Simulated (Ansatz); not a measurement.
A calculation with Ansatz (development build ahead of 0.2.0).

```yaml
crystal:
  periodic: [false, false, false]
  atoms:
    - { symbol: C, position_ang: [0.0, 0.0, -0.32977] }
    - { symbol: O, position_ang: [0.0, 1.22253, 0.22309] }
    - { symbol: O, position_ang: [0.0, -1.22253, 0.22309] }
    - { symbol: H, position_ang: [0.0, 0.0, -1.59087] }
basis:
  gaussian: { orbitals: cc-pVDZ }
total_charge: -1
hamiltonian:
  xc: hf
correlation:
  method: mp2
  frozen_orbitals: { C: 1, H: 0, O: 1 }
```

The input is written out in the form of the current development build from the run's settings.

The run gave:

```yaml
Converged: yes
Reference_energy: -188.15516 hartree
Correlation_energy: -0.51846 hartree
Total_energy: -188.67361 hartree
Spin_squared_of_the_determinant: 0.000
```

Caution: no diffuse functions for an anion.
